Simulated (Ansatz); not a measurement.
**CHP₂+ (triplet): wave-function methods side by side, cc-pVDZ**

The task here is to estimate one member of a computed series from the others.

Computed with Ansatz 0.2.0, Gaussian basis. Level: cc-pVDZ, core rule «outside noble gas», up to 11 orbitals frozen.

To be run: UHF; CCSD(T) on ROHF; CCSD(T) on UHF; BCCD(T) on ROHF; CISD as a restricted active space (open shells left free, so some higher excitations enter); CCSDT(Q) on ROHF; CCSDT(Q) on UHF; CASSCF and MRCISD+Q, 10 electrons in 11 orbitals; CASSCF and NEVPT2, 10 electrons in 11 orbitals.

21 further runs of the same task are left out: 4 that didn't finish, 17 set aside as unsound or not needed. Runs told in other sessions of the task aren't counted.

## The geometry

The geometry is a PBE0/def2-TZVP stationary point (not a proven minimum) of the parent state, kept for this charge and spin.

4 atoms, charge 1, spin multiplicity 3.

Atoms are counted from 1 here; the program's logs count them from 0.

Bond lengths: P1–C2 1.714 Å, C2–P3 1.714 Å, C2–H4 1.097 Å. Angles: P1–C2–P3 129.1°, P1–C2–H4 115.4°, P3–C2–H4 115.4°.

Set-up of the first run:

The input, in.yaml:

```yaml
crystal:
  periodic: [false, false, false]
  atoms:
    - {symbol: P, position_ang: [0.000000, -0.142639, 1.547609]}
    - {symbol: C, position_ang: [0.000000, 0.593780, 0.000000]}
    - {symbol: P, position_ang: [0.000000, -0.142639, -1.547609]}
    - {symbol: H, position_ang: [0.000000, 1.691006, 0.000000]}
basis:
  gaussian: {orbitals: cc-pVDZ}
total_charge: 1
magnetization: {spin_polarized: true, initial_magnetization: 2}
hamiltonian: {xc: hf}
output: {orbitals: {seedname: orbitals}}
```

The run is started by

```console
> ansatz run in.yaml --threads 1 --pin off --events-out ev --progress --plain --max-ram 2393MiB
```

Among the steps run: UHF; CCSD(T) on ROHF; CCSD(T) on UHF; BCCD(T) on ROHF; CISD as a restricted active space (open shells left free, so some higher excitations enter); CCSDT(Q) on ROHF; CCSDT(Q) on UHF; CASSCF and MRCISD+Q, 10 electrons in 11 orbitals; CASSCF and NEVPT2, 10 electrons in 11 orbitals.

One table of the session follows, with a row left open; its other results are not shown here.

| method | from UCCSDT(Q) (meV) |
| --- | --- |
| ROHF | +9788.1 |
| UHF | +9515.9 |
| RMP2 | +1535.5 |
| UMP2 | +1574.4 |
| CISD | +1587.9 |
| RCCSD | +528.1 |
| UCCSD | +521.5 |
| RCCSD(T) | +90.2 |
| UCCSD(T) | +93.0 |
| BCCD(T) | +87.1 |
| RCCSDT | +43.0 |
| UCCSDT | +42.5 |
| RCCSDT(Q) | +2.5 |
| UCCSDT(Q) | 0 |
| CASSCF valence | +6624.6 |
| NEVPT2 valence | +1622.6 |
| MRCISD valence | +737.7 |
| MRCISD+Q valence | ? |

Estimate the missing values for MRCISD+Q valence.

**Answer.** from UCCSDT(Q) (meV): +55.1. In the column «from UCCSDT(Q) (meV)» it lies between RCCSDT (+43.0) and BCCD(T) (+87.1).

To keep in mind: Restricted and unrestricted rows rest on different reference determinants; a gap between their highest levels can come from leftover correlation error, from unlike frozen cores or from another state.
